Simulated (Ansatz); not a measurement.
**CHBN+ (triplet): from Hartree-Fock to the top rungs, cc-pVDZ**

How much of the correlation energy of CHBN+ (triplet) does each wave-function method recover here?

Program: Ansatz 0.2.0, Gaussian basis. Level of theory: cc-pVDZ, core rule «outside noble gas», up to 3 orbitals frozen. These are calculated values, not measurements.

To be run: UHF; CCSD(T) on ROHF; CCSD(T) on UHF; BCCD(T) on ROHF; CISD; CCSDT(Q) on ROHF; CCSDT(Q) on UHF; CASSCF and MRCISD+Q, 10 electrons in 10 orbitals; CASSCF and NEVPT2, 10 electrons in 10 orbitals.

## Step 1: The geometry

The geometry is a PBE0/def2-TZVP stationary point (not a proven minimum) of the parent state, kept for this charge and spin.

4 atoms, charge 1, spin multiplicity 3.

Atoms are counted from 1 here; the program's logs count them from 0.

Bond lengths: B1–N2 1.277 Å, B1–H4 1.169 Å, N2–C3 1.253 Å. Angles: N2–B1–H4 180.0°, B1–N2–C3 180.0°.

In the tables R marks a restricted open-shell determinant and U an unrestricted one; 'frontier' is the active space of 10 electrons in 10 orbitals; correlation energies count from the lowest restricted Hartree-Fock solution.

## Step 2: UHF

in.yaml

```yaml
crystal:
  periodic: [false, false, false]
  atoms:
    - {symbol: B, position_ang: [0.000000, 0.000000, 0.659600]}
    - {symbol: N, position_ang: [0.000000, 0.000000, -0.617700]}
    - {symbol: C, position_ang: [0.000000, 0.000000, -1.870800]}
    - {symbol: H, position_ang: [0.000000, 0.000000, 1.828900]}
basis:
  gaussian: {orbitals: cc-pVDZ}
total_charge: 1
magnetization: {spin_polarized: true, initial_magnetization: 2}
hamiltonian: {xc: hf}
output: {orbitals: {seedname: orbitals}}
```

The run is started by

```sh
> ansatz run in.yaml --threads 1 --pin off --events-out ev --progress --plain --max-ram 2393MiB
```

After this run come: CCSD(T) on ROHF; CCSD(T) on UHF; BCCD(T) on ROHF; CISD; CCSDT(Q) on ROHF; CCSDT(Q) on UHF; CASSCF and MRCISD+Q, 10 electrons in 10 orbitals; CASSCF and NEVPT2, 10 electrons in 10 orbitals.

**Question.** What will the summary of the whole plan be? Wanted: correlation energy, UCCSDT(Q); RMP2 from UCCSDT(Q); UMP2 from UCCSDT(Q); RCCSD from UCCSDT(Q); RCCSD(T) from UCCSDT(Q); UCCSD(T) from UCCSDT(Q); RCCSDT(Q) from UCCSDT(Q); NEVPT2 frontier from UCCSDT(Q); MRCISD+Q frontier from UCCSDT(Q).

As calculated:

| quantity | value |
| --- | --- |
| correlation energy, UCCSDT(Q) | -8.8807 eV |
| RMP2 from UCCSDT(Q) | +26.78 kcal/mol |
| UMP2 from UCCSDT(Q) | +28.18 kcal/mol |
| RCCSD from UCCSDT(Q) | +9.93 kcal/mol |
| RCCSD(T) from UCCSDT(Q) | +1.52 kcal/mol |
| UCCSD(T) from UCCSDT(Q) | +1.87 kcal/mol |
| RCCSDT(Q) from UCCSDT(Q) | +0.11 kcal/mol |
| NEVPT2 frontier from UCCSDT(Q) | +27.56 kcal/mol |
| MRCISD+Q frontier from UCCSDT(Q) | +1.53 kcal/mol |
| levels of the table within 1 kcal/mol (43 meV) | RCCSDT, UCCSDT, RCCSDT(Q) |
| T1 diagnostic | 0.044 |

RCCSD(T) misses by +1.52 kcal/mol, 0.7 % of the correlation energy. Of the multireference levels listed MRCISD+Q frontier comes nearest in total energy (+1.53 kcal/mol), which doesn't show that its space is the better one. These misses are within one basis, not against nature; the frozen cores of restricted and unrestricted runs differ, which can shift their rows.
